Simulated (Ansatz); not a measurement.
# Interaction energy ladder

The pair of NH4⁺ (SMILES [NH4+], atoms 1–5) and HF (SMILES F, atoms 6–7), both closed shells, in one local arrangement (a lower one may exist), relaxed at PBE0-D4/def2-TZVP:

```csv
atom,x (Å),y (Å),z (Å)
N1,0.0036,0.0398,-0.9067
H2,-0.0559,0.0627,0.1263
H3,-0.4242,-0.8210,-1.2532
H4,0.9851,0.0652,-1.1899
H5,-0.4841,0.8441,-1.3049
F6,0.0918,-0.2027,1.8251
H7,-0.1164,0.0120,2.7032
```

Ansatz 0.2.0; basis: def2-TZVPPD, with def2-QZVPPD for the basis limit; cores frozen in the correlated methods. B3LYP uses VWN-RPA correlation. Extrapolation: Hartree–Fock as exp(−7.88 √X), correlation as X^−2.97. Interaction energies count from these two fragments, frozen as in the pair, with the counterpoise correction; negative means bound.

Problem. What is the interaction energy by CCSD(T) at an estimated basis limit (MP2 extrapolated from triple and quadruple zeta, plus CCSD(T) − MP2 in triple zeta)? (An estimate is asked for; the value comes from the calculation.)

Solution. By the calculation: -12.38 kcal/mol. Hartree–Fock alone gives -11.38 kcal/mol at the basis limit. It counts from the two fragments frozen as in the pair.

The same quantity by other methods in triple zeta, and each one's difference from that estimate:
| method | E_int (kcal/mol) | difference |
| --- | --- | --- |
| PBE-D4 | -12.65 | -0.27 |
| revPBE-D4 | -11.63 | 0.75 |
| BLYP-D4 | -12.25 | 0.14 |
| r2SCAN-D4 | -12.63 | -0.25 |
| B97M-V | -12.61 | -0.23 |
| PBE0-D4 | -12.78 | -0.40 |
| B3LYP-D4 | -12.70 | -0.31 |
| HSE06-D4 | -12.77 | -0.39 |
| wB97X-V | -12.39 | 0.00 |
| wB97M-V | -12.45 | -0.07 |
| B2PLYP | -12.23 | 0.15 |
| HF | -11.32 | 1.07 |
| MP2 | -11.90 | 0.48 |
| CCSD | -11.76 | 0.63 |
| CCSD(T) | -11.89 | 0.50 |
Differences are method less estimate.

Problem. Which atoms make the shortest contact between the fragments?

Solution. H2 and F6, 1.73 Å apart.

Basis-set superposition shift (counterpoise-corrected less uncorrected): CCSD(T) 0.45; MP2 0.43; HF 0.03; PBE0-D4 0.03; wB97M-V 0.03 kcal/mol.

The T1 diagnostic stays at or below 0.011.

For scale, one of the runs: CCSD(T)/def2-TZVPPD, 162 basis functions, launched by `ansatz run in.yaml --threads 2 --pin off --events-out ev --progress --plain --max-ram 5222MiB`. Time: 12 s of wall clock on 2 CPU threads of an Intel Xeon Platinum 8488C; the host was shared. Peak host memory: 1.3 GiB.
